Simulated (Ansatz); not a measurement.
# Relaxing Ca3Fe

Method: Ansatz 0.2.0, DFT PBE, scalar-relativistic, plane waves, PAW. Cutoff 420 eV, Γ-centred k mesh, Gaussian smearing, collinear spin, first started from parallel moments.

This is the end of a relaxation of cell and atoms.

```yaml
crystal:
  lattice:
    - [4.98002, 0.00000, 0.00000]
    - [0.00000, 4.98002, 0.00000]
    - [0.00000, 0.00000, 4.98002]
  atoms:
    - { symbol: Ca, position: [0.00000, 0.50000, 0.50000] }
    - { symbol: Ca, position: [0.50000, 0.00000, 0.50000] }
    - { symbol: Ca, position: [0.50000, 0.50000, 0.00000] }
    - { symbol: Fe, position: [0.00000, 0.00000, 0.00000] }
```

The zero of energy is the elements' standard structures at the same level; no fitted shifts are applied.

(1) What space group does it have?

(2) What is its formation energy per atom?

(3) Is it a metal?

(4) What net moment does it keep?

Results:

(1) Pm-3m (No. 221). Conventional cell: a = 4.980 Å. Ca has 4 Fe at 3.52 Å and 8 Ca at 3.52 Å; around Fe lie 12 Ca at 3.52 Å.

(2) 0.49 eV/atom.

(3) Yes, bands cross the Fermi level on the 10×10×10 mesh.

(4) 0.54 μB per atom, with site moments up to 2.96 μB.

The final run used a 10×10×10 mesh on its 4-atom cell and 0.10 eV smearing. For metals, differences of a few meV/atom aren't resolved. The cell came from a trial start, so Ca3Fe may not exist in this structure.

Cost: 3 runs of about 2.2 core-minutes in all, on Arm Neoverse V2 (shared hosts).